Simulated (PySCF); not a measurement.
Si(H)3(Me) (CH6Si), SMILES C[SiH3]. Atoms are numbered in the order given.

```xyz
8

Si     0.0000     0.0000    -0.6340
C      0.0000     0.0000     1.2421
H      1.2024    -0.6942    -1.1564
H      0.0000     1.3884    -1.1564
H     -1.2024    -0.6942    -1.1564
H      0.0000    -1.0198     1.6311
H     -0.8832     0.5099     1.6311
H      0.8832     0.5099     1.6311
```

The structure is a stationary point at B3LYP-D3(BJ)/def2-TZVP. The isomer is the one that the SMILES or the coordinates give; other isomers of the formula were not compared.

The numbers are results of PBE/pcSseg-2 (PySCF), not measurements.

GIAO shieldings, no solvent; atoms alike by connectivity are averaged. δ = σ(ref) − σ: ²⁹Si against TMS (σ = 324.1 ppm); ¹³C against TMS (σ = 181.4 ppm); ¹H against TMS (σ = 31.47 ppm), references at their B3LYP-D3(BJ)/def2-TZVP geometries, non-relativistic.

```csv
nucleus,atoms,count,δ (ppm)
²⁹Si,Si1,1,-76.2
¹³C,C2,1,-11.2
¹H,"H3, H4, H5",3,4.10
¹H,"H6, H7, H8",3,0.15
```
